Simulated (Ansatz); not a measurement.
# FSi2: the cost of one run

Computed with Ansatz 0.2.0, Gaussian basis. Level: def2-QZVPP, core rule «outside noble gas», up to 11 orbitals frozen.

Plan: UHF; ROHF; CCSD(T) on UHF.

2 further runs of the same task are left out: 2 set aside as unsound or not needed. Runs told in other sessions of the task aren't counted.

## (1) The system

The geometry is a PBE0/def2-TZVP stationary point (not a proven minimum).

3 atoms, charge 0, spin multiplicity 2.

Atoms are counted from 1 here; the program's logs count them from 0.

Bond lengths: F1–Si2 1.592 Å, Si2–Si3 2.130 Å. Angles: F1–Si2–Si3 180.0°.

## (2) UHF

File in.yaml:

```yaml
crystal:
  periodic: [false, false, false]
  atoms:
    - {symbol: F, position_ang: [0.000000, 0.000000, -1.771600]}
    - {symbol: Si, position_ang: [0.000000, 0.000000, -0.179400]}
    - {symbol: Si, position_ang: [0.000000, 0.000000, 1.951000]}
basis:
  gaussian: {orbitals: "def2-QZVPP.json"}
magnetization: {spin_polarized: true, initial_magnetization: 1}
hamiltonian: {xc: hf}
output: {orbitals: {seedname: orbitals}}
```

Run with:

```console
$ ansatz run in.yaml --threads 1 --pin off --events-out ev --progress --plain --max-ram 2393MiB
```

What time and memory should one allow on 1 thread of Arm Neoverse V2, shared host?

About 54 s, with a peak of 0.57 GiB.
